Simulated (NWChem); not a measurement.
Cl2 (SMILES ClCl): the vertical ionisation energy from total energies

The species is Cl2 (2 atoms), meant as a singlet with charge 0. SMILES: `ClCl`. Geometry: relaxed at PBE0-D4/def2-TZVP.

| atom | x (Å) | y (Å) | z (Å) |
| --- | --- | --- | --- |
| Cl | 0.8457 | -0.2816 | 0.4336 |
| Cl | -0.8457 | 0.2816 | -0.4336 |

Both states at this one shape; open shells run unrestricted unless said. 1 Eh = 27.2114 eV.

| level | program | singlet Cl2 (Eh) | doublet [Cl2]+ (Eh) |
| --- | --- | --- | --- |
| MP2/def2-SVP, 10 core orbitals frozen | NWChem | -918.925393 | -918.514532 |
| MP2/def2-TZVP, 10 core orbitals frozen | NWChem | -919.355662 | -918.935185 |
| MP2/def2-QZVPP, 10 core orbitals frozen | NWChem | -919.429339 | -919.003972 |

Q: Work out the vertical ionisation energy at each level.

A: 
1. MP2/def2-SVP: -918.514532 − (-918.925393) = 0.410861 Eh = 11.18 eV; against experiment -0.31 eV.
2. MP2/def2-TZVP: -918.935185 − (-919.355662) = 0.420477 Eh = 11.44 eV; against experiment -0.05 eV.
3. MP2/def2-QZVPP: -919.003972 − (-919.429339) = 0.425367 Eh = 11.57 eV; against experiment +0.08 eV.

The measured vertical value is 11.49 eV (NIST CCCBDB).
